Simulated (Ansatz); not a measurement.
**C₆H₁₀: taking an electron away**

How much energy removes an electron from C₆H₁₀ at fixed geometry? The cation is run at each level and the neutral's energy taken from earlier runs.

Method: unrestricted cation, the program's frozen cores in correlated methods; program: Ansatz 0.2.0, Gaussian basis.

Levels to be run: UKS PBE-D4/def2-TZVPP; UKS r2SCAN-D4/def2-TZVPP; UKS PBE0-D4/def2-TZVPP; UKS B3LYP-D4/def2-TZVPP; UKS wB97X-V/def2-TZVPP; UKS wB97M-V/def2-TZVPP; UKS B2PLYP/def2-TZVPP; UHF-CCSD(T)/def2-TZVPP; UHF-MP2/def2-QZVPP; extrapolation to the limit; then −ε(HOMO) from the neutral's earlier runs with LDA (SPW92), PBE-D4, revPBE-D4, BLYP-D4, r2SCAN-D4, B97M-V, PBE0-D4, B3LYP-D4, r2SCANh-D4, r2SCAN0-D4, HSE06-D4, BHLYP-D4, CAM-B3LYP-D4, LC-ωPBE, ωB97X-V, ωB97M-V.

## Step 1: The geometry

The geometry comes from an earlier relaxation with PBE0-D4 in a triple-zeta def2 set; it is a stationary point, not always the lowest conformer.

SMILES `C#CCCCC`, 16 atoms, charge 0, spin multiplicity 1.

Atoms are counted from 1 here; the program's logs count them from 0.

Bond lengths: C1–C2 1.201 Å, C1–H7 1.064 Å, C2–C3 1.454 Å, C3–C4 1.530 Å, C3–H8 1.095 Å, C3–H9 1.096 Å, C4–C5 1.519 Å, C4–H10 1.095 Å, C4–H11 1.095 Å, C5–C6 1.518 Å, C5–H12 1.095 Å, C5–H13 1.097 Å, C6–H14 1.094 Å, C6–H15 1.094 Å, C6–H16 1.092 Å. Angles: C2–C1–H7 179.6°, C1–C2–C3 179.0°, C2–C3–C4 113.3°, C2–C3–H8 108.7°, C2–C3–H9 108.9°, C4–C3–H8 109.8°, C4–C3–H9 109.6°, H8–C3–H9 106.3°, C3–C4–C5 113.5°, C3–C4–H10 108.2°, C3–C4–H11 109.0°, C5–C4–H10 109.7°, C5–C4–H11 109.6°, H10–C4–H11 106.6°, C4–C5–C6 112.6°, C4–C5–H12 109.0°, C4–C5–H13 109.1°, C6–C5–H12 109.9° and more.

## Step 2: Cation, UKS PBE-D4/def2-TZVPP

File in.yaml:

```yaml
crystal:
  periodic: [false, false, false]
  atoms:
    - {symbol: C, position_ang: [2.661776, 0.580407, -1.472276]}
    - {symbol: C, position_ang: [2.082643, -0.098885, -0.669130]}
    - {symbol: C, position_ang: [1.359803, -0.920448, 0.287858]}
    - {symbol: C, position_ang: [-0.159865, -0.823349, 0.140910]}
    - {symbol: C, position_ang: [-0.707188, 0.566145, 0.416460]}
    - {symbol: C, position_ang: [-2.214463, 0.644090, 0.250643]}
    - {symbol: H, position_ang: [3.181701, 1.180779, -2.180364]}
    - {symbol: H, position_ang: [1.678184, -1.961108, 0.168578]}
    - {symbol: H, position_ang: [1.650833, -0.623101, 1.301971]}
    - {symbol: H, position_ang: [-0.617033, -1.542574, 0.829233]}
    - {symbol: H, position_ang: [-0.440280, -1.135343, -0.870642]}
    - {symbol: H, position_ang: [-0.220872, 1.281227, -0.254632]}
    - {symbol: H, position_ang: [-0.430587, 0.865910, 1.434283]}
    - {symbol: H, position_ang: [-2.511549, 0.382659, -0.768848]}
    - {symbol: H, position_ang: [-2.724927, -0.045803, 0.928885]}
    - {symbol: H, position_ang: [-2.588178, 1.649403, 0.457070]}
basis:
  gaussian: {orbitals: def2-TZVPP}
total_charge: 1
magnetization: {spin_polarized: true, initial_magnetization: 1}
hamiltonian: {xc: pbe, dispersion: d4}
```

On the command line:

```sh
ansatz run in.yaml --threads 2 --pin off --events-out ev --progress --plain --max-ram 22528MiB --backend cuda --devices 0, --max-vram 18GiB
```

The runs that follow: Cation, UKS r2SCAN-D4/def2-TZVPP; Cation, UKS PBE0-D4/def2-TZVPP; Cation, UKS B3LYP-D4/def2-TZVPP; Cation, UKS wB97X-V/def2-TZVPP; Cation, UKS wB97M-V/def2-TZVPP; Cation, UKS B2PLYP (frozen core)/def2-TZVPP; Cation, UHF-CCSD(T)/def2-TZVPP; Cation, UHF-MP2/def2-QZVPP.

Q: Predict the results of all the runs planned. Wanted: ionisation energy, CCSD(T)/CBS; nearest functional by difference; nearest −ε(HOMO); −ε(HOMO) of PBE; T1 of the cation.

**Answer**, as computed:

| quantity | value |
| --- | --- |
| ionisation energy, CCSD(T)/CBS | 10.33 eV |
| nearest functional by difference | B2PLYP (-0.29 eV) |
| nearest −ε(HOMO) | LC-ωPBE (+0.10 eV) |
| −ε(HOMO) of PBE | 6.40 eV |
| T1 of the cation | 0.036 |

**Reading.** By cation minus neutral, the functionals miss by 0.80 eV at most. The PBE orbital energy is 3.9 eV too small: a semilocal HOMO is no ionisation energy. Among orbital estimates LC-ωPBE comes nearest. Hartree-Fock falls 1.57 eV short, as the neutral has more correlation energy than the cation. The cation's T1 (from the report) is 0.036, near the customary mark of 0.045 for open shells, so the coupled-cluster value is less safe. The cation may have settled in a state other than its lowest; no search over hole states beyond the program's own was made.
